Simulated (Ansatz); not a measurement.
Results of revPBE in Ansatz (PAW) for hcp Y.

Numerical settings: plane-wave cutoff 520 eV, 18×18×10 k mesh (along the axes of the cell as run), Fermi–Dirac smearing 0.05 eV, scalar-relativistic PAW data made under PBE.

The volume scan:

```
V (Å³/atom)  E − E_lowest (meV/atom)  P (GPa)
-----------  -----------------------  -------
32.437                          6.96    1.696
33.113                          1.69    0.814
33.789                          0.00    0.000
34.464                          1.60   -0.748
35.140                          6.23   -1.437
```

What bulk modulus B0 and pressure derivative B′ does a third-order Birch–Murnaghan fit give?

V0 = 33.789 Å³/atom, B0 = 39.0 GPa, B′ = 3.1 (fit to the energies at full precision).

Shape and atoms are relaxed at each volume.

Measured, for comparison: bulk modulus 41.7 GPa (zero-point energy and finite temperature contributions removed, our sources range from 37.3 to 41.7; as tabulated in doi:10.1021/acs.jctc.3c00612). Computed (rounded) less measured: bulk modulus -6 % (inside the range of the sources held).

Note: the bulk modulus comes from volumes at which shape and atoms were relaxed.

It cost very roughly 3 core-minutes of CPU time.

Ansatz is a quantum-chemistry and plane-wave program.
